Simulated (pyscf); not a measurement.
Structures and frequencies: ωB97X-D3(BJ)/def2-SVP in PySCF.

### Question
`[OH][Si]([F])([F])[F]` + `[OH][SiH3]` + `[OH2]` → `[OH][Si]([F])([F])[O][SiH3]` + `[FH]` + `[OH2]`
Surface: singlet. Broken: F–Si, H–O, H–O. Formed: O–Si, F–H, H–O. Give ΔE‡ and ΔE from ωB97M-D3(BJ)/def2-TZVP, relative to the separated reactants.

### Answer
ΔE‡ = 0.4 kcal/mol, ΔE = +4.6 kcal/mol. Zero-point energy shifts the barrier by +4.5 kcal/mol. It is a multi-bond step, with an imaginary mode of 207i cm⁻¹. On the reactant side the descent ends in an adduct with a O–Si contact, 10.2 kcal/mol under the separated species and 8.8 kcal/mol under the saddle at ωB97X-D3(BJ)/def2-TZVP. On the product side the descent ends in a bound adduct (not fully relaxed), 21.4 kcal/mol under the separated species and 17.2 kcal/mol under the saddle at ωB97X-D3(BJ)/def2-TZVP. At ωB97M-D3(BJ) the saddle lies under the separated products, which points to a path from their complex (located at ωB97X-D3(BJ) alone), and parting the products costs more than the saddle. What is counted as formed (O–Si) is already present as a longer contact in the reactant adduct; forming that adduct is a step of its own. This is the saddle that the search found; another between the same sides may lie lower.
